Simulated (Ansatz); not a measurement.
Basis-set extrapolation for C5H4 (`C=C=C1C=C1`) (PBE0-D4/def2-TZVP geometry, frozen core, Ansatz 0.2.0). Multiplicity 1, RHF reference.

|  | def2-TZVPP | def2-QZVPP |
| --- | --- | --- |
| HF | -191.563949 | -191.571889 |
| MP2 correlation | -0.764711 | -0.814040 |
| CCSD(T) correlation | -0.832598 | not run |

Energies in hartree. Use E(X) = E(∞) + A·exp(−7.88·√X) for Hartree–Fock and E(X) = E(∞) + B·X^(−2.97) for correlation, with X = 3 and 4, and add CCSD(T) minus MP2 of the smaller set to the MP2 limit.

What is the CCSD(T) energy at the basis-set limit?

HF limit: -191.571889 + (-0.007940) × 0.13774 = -191.57298. MP2 limit: -0.814040 + (-0.049329) × 0.74074 = -0.85058. Higher-order term: -0.832598 − (-0.764711) = -0.06789. Total: -192.49145 hartree, 59.6 kcal/mol below CCSD(T)/def2-TZVPP.
